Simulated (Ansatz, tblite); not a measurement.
# (H3Si)2NH (Si2NH7): charged states by level of theory

An exercise on one series of results from a longer session: the logs are not shown, and one member is left open.

The runs use Ansatz 0.2.0, Gaussian basis; as each input shows.

Plan: charge +1 doublet, at the geometry of the singlet (PBE0-D4/def2-TZVP, PBE-D4/def2-TZVP, r2SCAN-D4/def2-TZVP, CCSD(T)/def2-TZVPP); charge -1 doublet, at the geometry of the singlet (PBE0-D4/def2-TZVPD, PBE-D4/def2-TZVPD, r2SCAN-D4/def2-TZVPD); the starting singlet's energies come from earlier runs.

### The relaxed structure

The geometry is that of the singlet, from an earlier relaxation (B3LYP-D4/def2-TZVP).

10 atoms, charge 0, spin multiplicity 1.

Atoms are counted from 1 here; the program's logs count them from 0.

Bond lengths: Si1–H2 1.484 Å, Si1–H3 1.479 Å, Si1–H4 1.486 Å, Si1–N5 1.731 Å, N5–Si6 1.731 Å, N5–H10 1.012 Å, Si6–H7 1.484 Å, Si6–H8 1.479 Å, Si6–H9 1.486 Å. Angles: H2–Si1–H3 110.2°, H2–Si1–H4 107.2°, H2–Si1–N5 110.3°, H3–Si1–H4 108.7°, H3–Si1–N5 107.5°, H4–Si1–N5 113.0°, Si1–N5–Si6 129.2°, Si1–N5–H10 115.3°, Si6–N5–H10 115.3°, N5–Si6–H7 110.3°, N5–Si6–H8 107.5°, N5–Si6–H9 113.0°, H7–Si6–H8 110.2°, H7–Si6–H9 107.2°, H8–Si6–H9 108.7°.

The first run:

in.yaml reads:

```yaml
crystal:
  periodic: [false, false, false]
  atoms:
    - {symbol: Si, position_ang: [-0.480623, 1.018411, 1.091106]}
    - {symbol: H, position_ang: [0.373528, 2.052573, 1.725265]}
    - {symbol: H, position_ang: [-1.325934, 1.628381, 0.041934]}
    - {symbol: H, position_ang: [-1.362831, 0.466674, 2.151576]}
    - {symbol: N, position_ang: [0.500135, -0.189444, 0.332091]}
    - {symbol: Si, position_ang: [0.307364, -0.942880, -1.214529]}
    - {symbol: H, position_ang: [1.616263, -1.042120, -1.906012]}
    - {symbol: H, position_ang: [-0.624073, -0.107471, -2.003148]}
    - {symbol: H, position_ang: [-0.247361, -2.318219, -1.124671]}
    - {symbol: H, position_ang: [1.243522, -0.565895, 0.906407]}
basis:
  gaussian: {orbitals: def2-SVP}
total_charge: 1
magnetization: {spin_polarized: true, initial_magnetization: 1}
hamiltonian: {xc: pbe0, dispersion: d4}
output: {orbitals: {seedname: orbitals}}
```

Started as:

```bash
$ ansatz run in.yaml --threads 4 --pin off --events-out ev --progress --plain --max-ram 3916MiB
```

Among the steps run: Charge +1 doublet at the fixed geometry, first pass, PBE0-D4/def2-SVP; Charge +1 doublet at the fixed geometry, PBE0-D4/def2-TZVP; Charge +1 doublet at the fixed geometry, PBE-D4/def2-TZVP; Charge +1 doublet at the fixed geometry, r2SCAN-D4/def2-TZVP; Charge +1 doublet at the fixed geometry, CCSD(T)/def2-TZVPP.

One table of the session follows, with a row left open; its other results are not shown here.

It belongs to the step «Vertical ionisation energy». 

| method | vertical ionisation energy (eV) |
| --- | --- |
| HF/def2-TZVPP | 8.65 |
| PBE-D4/def2-TZVP | 9.26 |
| r2SCAN-D4/def2-TZVP | 9.35 |
| PBE0-D4/def2-TZVP | 9.52 |
| MP2/def2-TZVPP | 10.13 |
| CCSD/def2-TZVPP | ? |
| CCSD(T)/def2-TZVPP | 9.80 |

**Question.** Estimate the row for CCSD/def2-TZVPP.

**Answer.** vertical ionisation energy (eV): 9.75. In the column «vertical ionisation energy (eV)» it lies between PBE0-D4/def2-TZVP (9.52) and CCSD(T)/def2-TZVPP (9.80).
